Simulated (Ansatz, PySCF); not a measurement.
**Grey tin (α-Sn): bulk modulus by level of theory**

Q: Put these levels in order of the bulk modulus that they give for grey tin (α-Sn), smallest first: MP2 (PySCF), PBE-D4 (Ansatz, an electronic-structure program), r²SCAN+SOC (Ansatz).

A: PBE-D4 (39.9 GPa), r²SCAN+SOC (42.4 GPa), MP2 (47.4 GPa)

Unless a cell is named, each level is at its own relaxed cell (PBE-D4 35.34, r²SCAN+SOC 35.36, MP2 33.45 Å³/atom).

A ± on a computed value is a rough bar: the spread of its extrapolation, a floor set from checks against published values, or a statistical error. Each level is taken at its own relaxed cell. Cutoffs differ between the levels. Ansatz's density-functional and Hartree–Fock values are scalar-relativistic unless marked +SOC, with PAW data made under PBE.
